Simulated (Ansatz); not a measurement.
Frontier orbitals of `NC(N)(F)S`.

The species carries charge 0 and has multiplicity 1. The geometry is a stationary point of PBE0-D4/def2-TZVP. It is one conformer, not always the lowest. Basis def2-TZVPP, the Gaussian-basis code of Ansatz.

```json
{"functional": "PBE", "HOMO (eV)": "-5.87", "LUMO (eV)": "-0.64", "gap (eV)": "5.23"}
{"functional": "PBE0", "HOMO (eV)": "-7.22", "LUMO (eV)": "0.38", "gap (eV)": "7.60"}
{"functional": "r2SCANh", "HOMO (eV)": "-6.68", "LUMO (eV)": "0.01", "gap (eV)": "6.69"}
{"functional": "BHLYP", "HOMO (eV)": "-8.42", "LUMO (eV)": "1.30", "gap (eV)": "9.72"}
{"functional": "LC-ωPBE", "HOMO (eV)": "-10.04", "LUMO (eV)": "2.73", "gap (eV)": "12.77"}
{"functional": "ωB97M-V", "HOMO (eV)": "-9.50", "LUMO (eV)": "2.12", "gap (eV)": "11.62"}
```

Against PBE, PBE0 changes HOMO and LUMO by −1.36 and +1.03 eV, ωB97M-V by −3.63 and +2.76 eV. A gap of 5.23 eV thus becomes 11.62 eV for the same molecule, so an orbital gap means little without its functional. A positive LUMO is unbound and depends on the basis.

LC-ωPBE has ω = 0.4 bohr⁻¹.
